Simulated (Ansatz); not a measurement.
A nudged elastic band was laid between two geometries of H2O + H4Si (8 atoms, charge 0, multiplicity 1).

Theory: RKS BLYP/def2-SVP in Ansatz.

```
movable images  : 4
climbing image  : no
spring          : 5.0 eV/Å²
optimiser       : quadratic models (default)
start path      : through a guess of the saddle point
force threshold : 0.05 eV/Å
iteration limit : 60
end points      : relaxed
```

First end point:

```xyz
8
Properties=species:S:1:pos:R:3
Si 0.403 0.036 -0.155
H 0.382 -0.134 1.335
H 1.841 0.002 -0.593
H -0.189 1.348 -0.553
H -0.307 -1.107 -0.814
O -2.572 0.036 0.918
H -2.618 -0.935 0.806
H -2.203 0.126 1.820
```

Last end point:

```xyz
8
Properties=species:S:1:pos:R:3
Si -0.144 -0.059 -0.837
H -1.434 0.424 3.518
H 1.184 -0.595 -0.375
H -0.040 1.413 -1.069
H -0.496 -0.749 -2.127
O -1.356 -0.250 0.326
H -1.569 -1.168 0.575
H -1.406 0.354 2.754
```

Q: What changes between the two ends?

A: Bonds broken: Si1–H2, O6–H8. Bonds formed: Si1–O6, H2–H8. H2O + H4Si becomes H2 + H4OSi.

Q: Give the energies along the band, and the barrier.

A: The run converged. The highest image is number 2 of 0 to 5, 0.89 eV above the first end and 1.41 eV above the last; the last end lies 0.51 eV below the first. Neighbouring images differ by up to 1.3 eV, so the band resolves the path poorly. No image climbed, so the highest image needn't sit at the top of the path. A band with more images between the same ends climbed to 1.57 eV, so this one has probably stepped over the top. The orbitals stay closed-shell, which can raise the energy where a bond breaks towards radicals; this wasn't checked here.

```csv
image,path coordinate (Å),energy (eV),Si1–H2 (Å),O6–H8 (Å),Si1–O6 (Å)
0,0.00,0.00,1.50,0.98,3.16
1,1.16,0.48,1.55,1.00,2.42
2,2.33,0.89,2.14,1.74,1.78
3,3.49,-0.37,3.13,2.21,1.70
4,4.65,-0.50,4.07,2.50,1.69
5,5.81,-0.51,4.57,2.50,1.69
```

Q: What is the geometry of the highest image?

A: 
```xyz
8
Properties=species:S:1:pos:R:3:forces:R:3
Si -0.357 0.036 -0.257 -0.66 -0.02 -0.36
H -0.017 0.011 1.858 -0.17 0.04 0.91
H 1.155 -0.052 0.066 -0.72 -0.11 0.53
H -0.427 1.422 -0.786 -0.05 0.07 -0.35
H -0.484 -1.178 -1.105 -0.02 -0.06 -0.58
O -1.952 0.001 0.528 0.38 -0.03 -0.55
H -2.360 -0.885 0.613 0.17 0.00 -0.15
H -0.821 0.015 1.847 1.07 0.13 0.55
```

The run took 2.9 min on 1 thread of Arm Neoverse V1, with other jobs on the host, peak memory 0.1 GiB.
